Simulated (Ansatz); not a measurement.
# CO2, SMILES O=C=O: the interaction energy of a dimer with the counterpoise correction

Program: Ansatz's Python interface.

Typed at the interpreter:
```pycon
>>> import ansatz as az
>>> FIRST = [
...     ("O", (0.3674, -1.0795, 0.0872)),
...     ("C", (0.0002, 0.0001, 0.0001)),
...     ("O", (-0.3675, 1.0794, -0.0873)),
... ]
>>> SECOND = [
...     ("O", (-2.0236, -1.1588, -1.1345)),
...     ("C", (-2.4545, -1.1896, -2.1934)),
...     ("O", (-2.8849, -1.2202, -3.2524)),
... ]
>>> def energy(atoms, ghosts=()):
...     molecule = az.Crystal.molecule()
...     for symbol, xyz in atoms:
...         molecule = molecule.atom(symbol, xyz)
...     calc = (
...         molecule.calculation()
...         .basis(gaussian="def2-SVP")
...         .correlation("mp2")
...     )
...     deck = calc.input()
...     if ghosts:
...         deck = deck.set(az.key.basis.gaussian.ghost_atoms, [{"symbol": s, "position_ang": list(xyz)} for s, xyz in ghosts])
...     return az.Session.from_dict(deck).plan().execute().report["free_energy_ev"]
...
>>> # monomers in their own basis and in the basis of the dimer
>>> both = energy(FIRST + SECOND)

>>> alone = energy(FIRST) + energy(SECOND)
>>> ghosted = energy(FIRST, SECOND) + energy(SECOND, FIRST)
>>> print(f"dimer {both:.6f} eV")
dimer -10229.518796 eV
>>> print(f"interaction, uncorrected   {96.485332 * (both - alone):8.3f} kJ/mol")
interaction, uncorrected      1.009 kJ/mol
>>> print(f"interaction, counterpoise  {96.485332 * (both - ghosted):8.3f} kJ/mol")
interaction, counterpoise     7.735 kJ/mol
>>> print(f"basis-set superposition    {96.485332 * (alone - ghosted):8.3f} kJ/mol")
basis-set superposition       6.726 kJ/mol
```

Uncorrected it is 1.009 kJ/mol, with the counterpoise correction 7.735 kJ/mol; the difference, 6.73 kJ/mol, is the superposition error. In this basis both values are repulsive.

Notes:
- Total energies depend on the basis set; only differences at equal settings carry meaning.
- The dimer is a generated trial pose of unrelaxed monomers, not a minimum, so the figure is no binding energy, and the basis set is small.
- The whole script took 2 s on 1 thread of Intel(R) Xeon(R) 6975P-C (Granite Rapids), on a shared host, peak memory 0.19 GiB.

(Lines on the test bed's own set-up are left out of the output.)
